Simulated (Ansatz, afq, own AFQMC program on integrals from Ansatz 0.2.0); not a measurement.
# Where AFQMC and coupled cluster stand for C₂H₅, doublet

```xyz
7

C     0.0000   -0.0036    0.5755
C     0.0000    0.0005   -0.6245
H     0.0000   -1.0162    0.9818
H     0.8752    0.5181    0.9850
H    -0.8752    0.5181    0.9850
H     0.0000   -0.9175   -1.1964
H     0.0000    0.9348   -1.1720
```

Basis 6-31G. Noble-gas cores (and the filled d shells of Ga–Kr and In–Xe) are frozen. Ansatz 0.2.0 and our own AFQMC program on the same integrals; the CISD trial comes from CCSD amplitudes, and released means the phaseless constraint is let go. Error bars are statistical, one sigma.

Determinant: ROHF, the one that the program's search chose, which needn't be the lowest solution. The geometry is a point of a scan.

No full CI on the walks' own integrals is used here; CCSDT(Q) serves as the reference and is uncertain by about the last step of the cluster series.

- T1 diagnostic: 0.0153
- weight of the determinant in the CISD state: 0.913
- size of the correlated space: 13 electrons in 26 orbitals

Reference: CCSDT(Q), correlation energy -5.413 eV. The released energy is read at 2.40 1/Eh (meV from the phaseless value at times in 1/Eh: -12 ± 9 at 0.24, -8 ± 8 at 0.51, -25 ± 8 at 0.99, -14 ± 9 at 1.62, -22 ± 10 at 2.40).

| level | E − E(reference) (kcal/mol) | share of correlation (%) |
| --- | --- | --- |
| HF | 124.82 | 0.00 |
| MP2 | 21.24 | 82.99 |
| CCSD | 2.42 | 98.06 |
| CCSD(T) | 0.36 | 99.71 |
| CCSDT | 0.10 | 99.92 |
| ph-AFQMC/CISD | 0.46 ± 0.22 | 99.63 |
| released AFQMC | -0.06 ± 0.23 | 100.04 |

A walk keeps the symmetry of its determinant, which the program's search chose and which needn't be the lowest solution, so a lower state of the same spin and another symmetry isn't excluded. Released energies are given only where the last usable release times agree within the noise; a slower fall can still hide under it.
